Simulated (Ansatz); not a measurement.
Start from `CNCO` and change one element to get `CNCS`.

Ansatz, PBE0-D4/def2-TZVP geometries, multiplicity 1. Each molecule was computed in one conformer, which needn't be the lowest.

| property | `CNCO` |
| --- | --- |
| HOMO energy (PBE/def2-TZVPP) / eV | -5.35 |
| LUMO energy (PBE0/def2-TZVPP) / eV | 1.21 |
| HOMO–LUMO gap (PBE0/def2-TZVPP) / eV | 8.00 |
| LUMO energy (PBE/def2-TZVPP) / eV | 0.39 |
| HOMO–LUMO gap (ωB97M-V/def2-TZVPP) / eV | 11.80 |
| HOMO energy (PBE0/def2-TZVPP) / eV | -6.78 |

Problem. Give the same properties after the change, and the shifts. (An estimate is asked.)

Solution. The calculation gave: 
| property | `CNCS` | shift |
| --- | --- | --- |
| HOMO energy (PBE/def2-TZVPP) / eV | -5.26 | 0.09 |
| LUMO energy (PBE0/def2-TZVPP) / eV | 0.44 | -0.77 |
| HOMO–LUMO gap (PBE0/def2-TZVPP) / eV | 7.06 | -0.94 |
| LUMO energy (PBE/def2-TZVPP) / eV | -0.50 | -0.89 |
| HOMO–LUMO gap (ωB97M-V/def2-TZVPP) / eV | 11.09 | -0.71 |
| HOMO energy (PBE0/def2-TZVPP) / eV | -6.62 | 0.16 |

With PBE0 the HOMO rises by 0.16 eV and the LUMO falls by 0.77 eV, so the gap narrows by about 0.93 eV. PBE moves the HOMO by 0.09 eV and ωB97M-V by 0.25 eV.
